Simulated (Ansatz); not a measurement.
Rock-salt NaF, relaxed in Ansatz (plane waves) with several semilocal functionals. Each gives its own volume and its own elastic constant C11:

```csv
level,V0 (Å³/atom),elastic constant C11 (GPa),ln V0,ln C11
LDA,11.410,133.8,2.4345,4.8963
r²SCAN,12.121,118.3,2.4949,4.7732
PBE,12.990,90.01,2.5642,4.4999
```

Question: Fit a straight line to ln C11 against ln V0. What does it predict for PBEsol, whose volume is 12.399 Å³/atom?

Answer: With x = ln V0 and y = ln C11: means 2.49787 and 4.72313; Σ(Δx Δy) = -0.02593, Σ(Δx²) = 0.008424, so the slope is -3.08. At x = 2.5176 the line gives y = 4.72313 + (-3.08) × (2.5176 − 2.49787) = 4.6624, or 105.9 GPa. The run with PBEsol gives 101.3 GPa, -4.3 % from the line. The rows used scatter about it by up to 4.2 %, while the largest value lies 49 % above the smallest.

Measured: 108 GPa (measured, 4 K, zero-point motion not removed; as tabulated in X. Wang et al., RSC Advances (2016)).

Ansatz's density-functional and Hartree–Fock values are scalar-relativistic unless marked +SOC, with PAW data made under PBE.

Ansatz is a program for electronic structure.
